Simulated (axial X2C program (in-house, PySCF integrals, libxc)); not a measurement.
# AlN⁻ along the bond: HF, 2c

Computed with an in-house all-electron X2C program for linear molecules (integrals from PySCF). Two-component (2c) means X2C with spin–orbit coupling and atomic mean-field two-electron Coulomb and Gaunt terms. Basis: Al dyall-av3z [9s9p3d2f], N dyall-av3z [7s7p3d2f] (cores contracted in-house); Gaussian nuclei, density fitting, unrestricted open shells. Masses: Al 26.982 u, N 14.003 u.

State: Ω = 1/2 (⟨Sz⟩ = 0.50, ⟨Lz⟩ = 0.00 at HF). Dipoles are positive if N is the positive end and refer to the centre of mass.

Results along the bond:

```csv
R (Å),μ (D),HOMO (eV),LUMO (eV)
1.496,0.131,-2.31,3.05
1.564,-0.231,-2.51,3.04
1.616,-0.439,-2.36,3.03
1.667,-0.578,-2.09,3.03
1.719,-0.649,-1.86,3.02
1.779,-0.655,-1.64,3.01
1.839,-0.593,-1.46,3.01
1.917,-0.436,-1.29,3.00
2.011,-0.161,-1.14,3.00
2.149,0.333,-0.99,3.00
```

The state is a single determinant with fixed occupations, the lowest that a limited PBE0 search found. PBE0 can misorder states that lie within some tenths of an eV, so this need not be the ground state of the molecule. The nearest other 2c determinant of the search, Ω = 3/2, lies 0.10 eV up at the distance of the search. The determinant is spin-polarised beyond a pure state at some levels (its spin-free form has ⟨S²⟩ too high), which makes Re and μ there less reliable. The LUMO of an anion is an unbound level whose energy the basis sets.
